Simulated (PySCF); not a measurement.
Breaking a bond: H2O, SMILES O. The O1–H3 bond (O1 also carries H; H3 carries nothing else) is stretched with both fragments frozen at the PBE0/def2-TZVP optimised geometry.

Levels of theory: UKS-CAM-B3LYP = unrestricted CAM-B3LYP/cc-pVTZ in PySCF; RKS-BLYP = restricted BLYP/cc-pVTZ (PySCF); NEVPT2 = PySCF with SC-NEVPT2 on CASSCF(2,2)/cc-pVTZ, all electrons correlated; RCCSD(T) = PySCF with CCSD(T) on RHF/cc-pVTZ, 1 core orbital frozen.

Energies are in kJ/mol, each relative to the lowest point of its own curve near equilibrium.

```json
[
 {"R / Å": "0.73", "UKS-CAM-B3LYP": "240.6", "RKS-BLYP": "250.5", "NEVPT2": "244.8", "RCCSD(T)": "240.5"},
 {"R / Å": "0.77", "UKS-CAM-B3LYP": "146.9", "RKS-BLYP": "155.5", "NEVPT2": "150.3", "RCCSD(T)": "146.5"},
 {"R / Å": "0.82", "UKS-CAM-B3LYP": "69.8", "RKS-BLYP": "76.5", "NEVPT2": "72.2", "RCCSD(T)": "69.3"},
 {"R / Å": "0.87", "UKS-CAM-B3LYP": "25.3", "RKS-BLYP": "29.9", "NEVPT2": "26.8", "RCCSD(T)": "24.9"},
 {"R / Å": "0.90", "UKS-CAM-B3LYP": "10.4", "RKS-BLYP": "13.5", "NEVPT2": "11.4", "RCCSD(T)": "10.1"},
 {"R / Å": "0.92", "UKS-CAM-B3LYP": "4.4", "RKS-BLYP": "6.5", "NEVPT2": "5.0", "RCCSD(T)": "4.2"},
 {"R / Å": "0.96", "UKS-CAM-B3LYP": "0.0", "RKS-BLYP": "0.1", "NEVPT2": "0.0", "RCCSD(T)": "0.0"},
 {"R / Å": "0.98", "UKS-CAM-B3LYP": "1.0", "RKS-BLYP": "0.0", "NEVPT2": "0.7", "RCCSD(T)": "1.1"},
 {"R / Å": "1.01", "UKS-CAM-B3LYP": "5.8", "RKS-BLYP": "3.1", "NEVPT2": "5.2", "RCCSD(T)": "6.0"},
 {"R / Å": "1.07", "UKS-CAM-B3LYP": "24.4", "RKS-BLYP": "18.2", "NEVPT2": "23.3", "RCCSD(T)": "24.9"},
 {"R / Å": "1.12", "UKS-CAM-B3LYP": "46.6", "RKS-BLYP": "37.2", "NEVPT2": "45.3", "RCCSD(T)": "47.1"},
 {"R / Å": "1.20", "UKS-CAM-B3LYP": "89.7", "RKS-BLYP": "75.0", "NEVPT2": "88.2", "RCCSD(T)": "89.7"},
 {"R / Å": "1.28", "UKS-CAM-B3LYP": "137.6", "RKS-BLYP": "117.4", "NEVPT2": "136.1", "RCCSD(T)": "136.5"},
 {"R / Å": "1.45", "UKS-CAM-B3LYP": "242.2", "RKS-BLYP": "209.7", "NEVPT2": "238.3", "RCCSD(T)": "235.0"},
 {"R / Å": "1.59", "UKS-CAM-B3LYP": "323.5", "RKS-BLYP": "280.4", "NEVPT2": "312.8", "RCCSD(T)": "306.5"},
 {"R / Å": "1.73", "UKS-CAM-B3LYP": "388.2", "RKS-BLYP": "343.3", "NEVPT2": "373.7", "RCCSD(T)": "365.2"},
 {"R / Å": "1.91", "UKS-CAM-B3LYP": "439.9", "RKS-BLYP": "412.0", "NEVPT2": "431.1", "RCCSD(T)": "420.8"},
 {"R / Å": "2.09", "UKS-CAM-B3LYP": "469.4", "RKS-BLYP": "468.0", "NEVPT2": "468.5", "RCCSD(T)": "456.0"},
 {"R / Å": "2.35", "UKS-CAM-B3LYP": "491.5", "RKS-BLYP": "529.9", "NEVPT2": "498.2", "RCCSD(T)": "479.8"},
 {"R / Å": "2.57", "UKS-CAM-B3LYP": "500.7", "RKS-BLYP": "—", "NEVPT2": "510.3", "RCCSD(T)": "484.3"},
 {"R / Å": "2.90", "UKS-CAM-B3LYP": "507.2", "RKS-BLYP": "—", "NEVPT2": "518.1", "RCCSD(T)": "479.3"},
 {"R / Å": "3.34", "UKS-CAM-B3LYP": "510.5", "RKS-BLYP": "—", "NEVPT2": "521.2", "RCCSD(T)": "467.8"}
]
```

At the longest distance, 3.34 Å, NEVPT2 lies highest above its minimum (521.2 kJ/mol) and RCCSD(T) lowest (467.8 kJ/mol).

The RCCSD(T) curve passes through a maximum at 2.57 Å and then falls by 16.5 kJ/mol up to the last usable point.

Dashes: no converged value, or the column stops at the first point that the program doubted or that broke a chosen test of continuity, which isn't proof of a fault.

The unrestricted determinant behind UKS-CAM-B3LYP is spin-contaminated at 1.73 to 3.34 Å (<S²> up to 1.0, against 0.00 for a pure singlet). The restricted form behind RKS-BLYP keeps the bonding electrons paired and can't separate into open-shell fragments. The T1 diagnostic of CCSD on the restricted reference of RCCSD(T) exceeds 0.045 at 2.90 to 3.34 Å.
